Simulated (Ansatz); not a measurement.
I need a rigid torsion scan of C4H6O, SMILES CC1=CC1O. Use the Python package of Ansatz (0.2.0). Use (for the species named): PBE, cc-pVDZ basis, multiplicity 1, D4 dispersion.

```xyz
11

C     1.5859    0.0978   -0.0202
C     0.1687    0.2404   -0.2265
C    -0.9278    0.8764   -0.5024
C    -1.0376   -0.5375   -0.2209
O    -1.6295   -1.0340    0.9900
H     2.0109   -0.6264   -0.7214
H     1.7987   -0.2467    0.9961
H     2.1002    1.0521   -0.1676
H    -1.4337    1.7713   -0.7632
H    -1.1805   -1.1588   -1.0999
H    -1.4552   -0.4345    1.7359
```

`c4h6o_torsion.py`
```python
"""Energy of C4H6O as one group turns about a bond."""

import ansatz as az
from ase import Atoms

BASIS_SET = "cc-pVDZ"
XC = "pbe"
VDW = "d4"
FORCE_TOL = 0.02


def main() -> None:
    atoms = Atoms(["C", "C", "C", "C", "O", "H", "H", "H", "H", "H", "H"], positions=[
        [1.5859, 0.0978, -0.0202],
        [0.1687, 0.2404, -0.2265],
        [-0.9278, 0.8764, -0.5024],
        [-1.0376, -0.5375, -0.2209],
        [-1.6295, -1.034, 0.99],
        [2.0109, -0.6264, -0.7214],
        [1.7987, -0.2467, 0.9961],
        [2.1002, 1.0521, -0.1676],
        [-1.4337, 1.7713, -0.7632],
        [-1.1805, -1.1588, -1.0999],
        [-1.4552, -0.4345, 1.7359],
    ])

    # relax first, so that the scan starts from a minimum
    first = (
        az.Crystal.molecule_from_ase(atoms).calculation()
        .basis(gaussian=BASIS_SET)
        .functional(XC, dispersion=VDW)
        .relax(force_tolerance=FORCE_TOL, max_steps=80)
    )
    atoms.positions = first.run(threads=1, backend="cpu").report["positions_ang"]

    start = atoms.get_dihedral(1, 3, 4, 10)
    energies = {}
    for turn in range(0, 360, 40):
        turned = atoms.copy()
        turned.set_dihedral(1, 3, 4, 10, start + turn, indices=[4, 10])
        model = az.Crystal.molecule_from_ase(turned).calculation()
        model = model.basis(gaussian=BASIS_SET)
        model = model.functional(XC, dispersion=VDW)
        energies[round((start + turn) % 360)] = model.run(threads=1, backend="cpu").report["free_energy_ev"]
    floor = min(energies.values())
    print("dihedral C1-C3-O4-H10 (deg)   E - E(min) (kJ/mol)")
    for angle, e in sorted(energies.items()):
        print(f"{angle:8d} {96.485332 * (e - floor):14.3f}  " + "#" * int(30 * (e - floor) / max(max(energies.values()) - floor, 1e-9)))


if __name__ == "__main__":
    main()
```

Output of `python c4h6o_torsion.py`:
```text
dihedral C1-C3-O4-H10 (deg)   E - E(min) (kJ/mol)
      35          0.000
      75          6.242  #############
     115         11.921  #########################
     155         11.618  ########################
     195         12.004  #########################
     235         11.848  #########################
     275         12.688  ###########################
     315         14.005  ##############################
     355          6.924  ##############
```

The scan is rigid and the energies are electronic, in a modest basis. With rigid groups the curve can differ much from the relaxed path, the start wasn't checked as a minimum of this torsion, and equivalent turns needn't return to the same energy. Timing: 46 s on 1 thread of Arm Neoverse V2, with other jobs on the host, peak memory 0.21 GiB.
